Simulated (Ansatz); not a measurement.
**Isomers**

Structures of CH₄AlSi, doublet, relaxed at PBE0-D4/def2-TZVP (vibrations not checked; lower isomers may exist, and structures with a doubtful reference or unclear bonds are left out). Computed with Ansatz 0.2.0 (basis: def2-TZVPP); correlated methods freeze the cores; orbitals are unrestricted. B3LYP uses VWN-RPA correlation.

(1) Rank them by CCSD(T) energy, lowest first, and give each one's height above the lowest. Links in brackets join atoms within 1.22 times the sum of their covalent radii (1.1 for two metals). (Judge from chemistry; the value comes from the calculation.)
A.
CH₄AlSi ([AlH][CH][SiH2])
```
7
angstrom
Al -1.6094 -0.2155 -1.2121
C 0.2520 -0.4400 -0.8000
Si 0.8037 0.1538 0.7019
H -2.4880 0.5231 -0.0852
H 0.9590 -0.9213 -1.4706
H -0.1147 0.8171 1.6524
H 2.1974 0.0826 1.2135
```
B.
CH₄AlSi ([CH2]1[AlH][SiH]1)
```
7
angstrom
C -0.5945 -0.1070 -0.5522
Al 0.2691 0.7999 0.9965
Si 1.2754 -0.4029 -0.7351
H -1.3354 -0.9036 -0.5025
H -0.9692 0.7229 -1.1655
H -0.1243 1.7129 2.2254
H 1.4791 -1.8222 -0.2666
```
C.
CH₄AlSi ([Al][CH][SiH3])
```
7
angstrom
Al -1.5185 0.0438 -1.4349
C 0.2162 -0.5104 -0.6606
Si 0.8807 0.0519 0.9721
H 1.1002 -1.0970 1.8975
H 0.8813 -1.2019 -1.1898
H -0.0818 0.9857 1.6230
H 2.1792 0.7688 0.8155
```

(2) Do PBE-D4, r2SCAN-D4, PBE0-D4, B3LYP-D4, wB97M-V, HF, MP2 give the same order? (Judge from chemistry; the calculation decides.)

T1 diagnostic: at most 0.035. ⟨S²⟩ of the unrestricted Hartree–Fock references: 0.77 to 0.84 (a pure state has 0.75). The unrestricted reference is spin-contaminated, which hurts MP2 most.

For scale, one of the runs: CCSD(T)/def2-TZVPP, 171 basis functions, launched by `ansatz run in.yaml --threads 2 --pin off --events-out ev --progress --plain --max-ram 4352MiB`. Hardware: 2 CPU threads of an Intel Xeon Platinum 8259CL, shared host. Wall time 2.1 min; peak host memory 3.1 GiB.

Results:

(1) Computed: C (0.00 kcal/mol), B (5.67 kcal/mol), A (6.62 kcal/mol). Heights count from the lowest.

(2) By the calculation: Lowest first: PBE-D4 B < C < A; r2SCAN-D4 B < C < A; HF C < A < B; MP2 A < C < B. The others agree with CCSD(T).
